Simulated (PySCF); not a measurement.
# Frontier levels across methods

Species: C7H5N.
SMILES with atom numbers: `[N:1]#[C:2][c:3]1[cH:4][cH:5][cH:6][cH:7][cH:8]1` (hydrogens: H9 on C4; H10 on C5; H11 on C6; H12 on C7; H13 on C8)

Cartesian coordinates in Å at the PBE0-D3(BJ)/def2-SVP level; atoms count from 1:
```
atom  x, y, z in Å
N1     3.5755    0.6780   -0.0188
C2     2.4337    0.4771   -0.0318
C3     1.0230    0.2278   -0.0484
C4     0.1222    1.3000    0.0392
C5    -1.2462    1.0523    0.0228
C6    -1.7209   -0.2553   -0.0800
C7    -0.8260   -1.3217   -0.1672
C8     0.5447   -1.0872   -0.1519
H9     0.5041    2.3192    0.1199
H10   -1.9476    1.8866    0.0913
H11   -2.7967   -0.4448   -0.0924
H12   -1.1986   -2.3451   -0.2482
H13    1.2535   -1.9144   -0.2198
```

Basis pcSseg-1 throughout (PySCF), one geometry. Geometry: PBE0-D3(BJ)/def2-SVP; no solvent, vibrations or thermal averaging.

Q: How do the orbital energies, the gap and the dipole change with the method?

A: 
| method | kind | HOMO (eV) | LUMO (eV) | gap (eV) | μ (D) | SCF cycles |
| --- | --- | --- | --- | --- | --- | --- |
| BLYP | GGA | -6.65 | -2.31 | 4.34 | 4.49 | 16 |
| PBE | GGA | -6.85 | -2.49 | 4.37 | 4.49 | 16 |
| BP86 | GGA | -6.96 | -2.59 | 4.36 | 4.54 | 15 |
| PBE0 | global hybrid | -7.87 | -1.65 | 6.22 | 4.63 | 14 |
| CAM-B3LYP | range-separated hybrid | -9.03 | -0.56 | 8.48 | 4.63 | 13 |
| wB97X-D | range-separated hybrid | -9.61 | 0.03 | 9.64 | 4.67 | 13 |
| HF | Hartree–Fock | -9.81 | 1.89 | 11.70 | 4.96 | 12 |
| LC-wPBE | range-separated hybrid | -10.35 | 0.40 | 10.74 | 4.61 | 13 |

The HOMO spans 3.70 eV, from BLYP down to LC-wPBE, and the gap runs from 4.34 eV (BLYP) to 11.70 eV (HF). Over the methods BLYP (0 %), PBE (0 %), BP86 (0 %), PBE0 (25 %), HF (100 %), a straight line through the gap against the share of exact exchange rises by 0.73 eV for each 10 % (correlation coefficient 1.000). The dipole ranges from 4.49 D (PBE) to 4.96 D (HF). This basis has no diffuse functions.

Reference dipole: 4.51 D (measured, gas; NIST CCCBDB Release 22 (SRD 101), experimental dipoles); nearest here: BP86 (4.54 D), BLYP (4.49 D) and PBE (4.49 D). 

The vertical ΔSCF ionisation energy at wB97X-D/def2-SVPD is 9.76 eV; −ε(HOMO) comes closest to it with HF (9.81 eV).
